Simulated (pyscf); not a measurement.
Structures and frequencies: ωB97X-D3(BJ)/def2-SVP in PySCF.

### Question
PBE/def2-TZVP puts the barrier of F–B(F)–F + SiH₄ → F–SiH₃ + F–BH–F (four-centre exchange; singlet surface; B–F, H–Si broken, F–Si, B–H formed) at 22.8 kcal/mol and the reaction energy at +3.9 kcal/mol, from the separated reactants. What do r²SCAN/def2-TZVP, M06-2X/def2-TZVP, ωB97M-D3(BJ)/def2-TZVP give on the same structures?

### Answer
r²SCAN: ΔE‡ = 23.2 kcal/mol, ΔE = +4.1 kcal/mol; M06-2X: ΔE‡ = 25.4 kcal/mol, ΔE = +3.1 kcal/mol; ωB97M-D3(BJ): ΔE‡ = 25.3 kcal/mol, ΔE = +3.1 kcal/mol. PBE's barrier lies under all of them, by 0.5 to 2.7 kcal/mol. Its reaction energy matches one of them and lies within 0.9 kcal/mol of the others. One saddle was located; it need not be the lowest between these sides.
